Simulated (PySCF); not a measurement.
Species: dichlorosilane, Cl2H2Si.
Cartesian coordinates in Å at the PBE0-D3(BJ)/def2-TZVP level; atoms count from 1:
```
atom  x, y, z in Å
Cl1   -1.969    1.406    0.416
Si2   -0.308    0.222    0.444
Cl3    1.374    1.372    0.367
H4    -0.297   -0.538    1.708
H5    -0.336   -0.649   -0.747
```

Computed at PBE0/pcSseg-2 (PySCF, non-relativistic), with Q(35Cl) = −0.0817 b: Cl1, 35Cl (I = 3/2): χzz = -40.87 MHz, η = 0.085.

Where would the pure quadrupole (NQR) lines of 35Cl at Cl1 fall for the rigid, isolated species?

From ν = (|χ|/2)√(1 + η²/3): ν = 20.46 MHz (silicon-bound chlorine). For 37Cl the ratio of quadrupole moments, 0.7881, gives 16.12 MHz.

Apply the simplest Townes–Dailey estimate (no s hybridisation, no π bonding), ionic character = 1 − χzz/χ0, where χ0 is the coupling for one missing p electron along the bond: −109.74 MHz for 35Cl.

Cl1 on Si2: 1 − (-40.87)/(-109.74) = 0.63. In this model a purely covalent bond gives χ0 and a free halide ion gives zero; s hybridisation or π bonding, where present, is counted here as ionic character.

In a crystal, neighbours and librations shift these lines. Isolated species at its PBE0-D3(BJ)/def2-TZVP geometry, gas phase.

The run behind these numbers computed NMR shieldings as well. Time: 11 s of wall time; peak memory 0.69 GiB. Hardware: Intel Xeon Platinum 8259CL at 2.50 GHz, one thread, no GPU, on a shared host.
